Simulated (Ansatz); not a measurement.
NaLi₂. Charge 0, multiplicity 2. Geometry PBE/def2-TZVP, basis def2-TZVP, Ansatz.

```
atom   x (Å)   y (Å)   z (Å)
 Li1   0.721   1.025   0.876
 Li2  -1.316   0.924  -0.995
 Na3   0.595  -1.949   0.119
```

```json
{"run": "A", "HOMO (eV)": "-3.30", "LUMO (eV)": "-0.91"}
{"run": "B", "HOMO (eV)": "-2.64", "LUMO (eV)": "-1.75"}
{"run": "C", "HOMO (eV)": "-2.57", "LUMO (eV)": "-2.00"}
{"run": "D", "HOMO (eV)": "-3.03", "LUMO (eV)": "-1.51"}
{"run": "E", "HOMO (eV)": "-3.09", "LUMO (eV)": "-1.37"}
```

The structure comes from a short search, and lower isomers may exist.

HOMO and LUMO are taken over both spins.

Q: The runs used BHLYP, PBE, PBE0, r2SCAN, r2SCAN0. Estimate which is which.

A: A BHLYP (50 % exact exchange); B r2SCAN (0 % exact exchange); C PBE (0 % exact exchange); D PBE0 (25 % exact exchange); E r2SCAN0 (25 % exact exchange). Exact exchange lowers occupied and raises empty levels; among semilocal functionals meta-GGAs tend to open the gap a little, and such runs are hard to tell apart. The gap grows from 0.57 eV (PBE) to 2.39 eV (BHLYP). At r2SCAN/def2-TZVP, r2SCAN0/def2-TZVP the charge 0 doublet is spin-contaminated (final ⟨S²⟩ up to 0.83, 0.75 for a pure state).
